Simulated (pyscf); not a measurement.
H₂As–GaH–AsH₂ (SMILES [AsH2][GaH][AsH2]) + H₂O (SMILES O) → HO–Ga(AsH₂)–AsH₂ (SMILES [OH][Ga]([AsH2])[AsH2]) + H₂ (SMILES [H][H]) (four-centre exchange; singlet surface; Ga–H, H–O broken, Ga–O, H–H formed). Structures and frequencies: ωB97X-D3(BJ)/def2-SVP in PySCF. Energies in eV from the separated reactants.

```
level                      barrier  reaction energy
----------------------  ----------  ---------------
ωB97X-D3(BJ)/def2-TZVP  (withheld)       (withheld)
PBE/def2-TZVP           (withheld)            -0.53
r²SCAN/def2-TZVP              0.33            -0.60
PBE0-D3(BJ)/def2-TZVP         0.43            -0.47
M06-2X/def2-TZVP              0.40            -0.69
HF/def2-TZVP                  1.17            -0.37
```

**Question.** Some entries are withheld; supply them.

**Answer.** 
- ωB97X-D3(BJ)/def2-TZVP, barrier: 0.48
- ωB97X-D3(BJ)/def2-TZVP, reaction energy: -0.54
- PBE/def2-TZVP, barrier: 0.35

The functionals in the table span 0.15 eV in this barrier, from r²SCAN to ωB97X-D3(BJ)/def2-TZVP. On the reactant side the descent ends in an adduct with a Ga–O contact, 0.64 eV under the separated species and 1.13 eV under the saddle at ωB97X-D3(BJ)/def2-TZVP. What is counted as formed (Ga–O) is already present as a longer contact in the reactant adduct; forming that adduct is a step of its own. At the saddle there is also a short Ga–H contact that neither side keeps. One saddle was located; it need not be the lowest between these sides. Elements up to Kr have no core potential and no relativistic terms here.
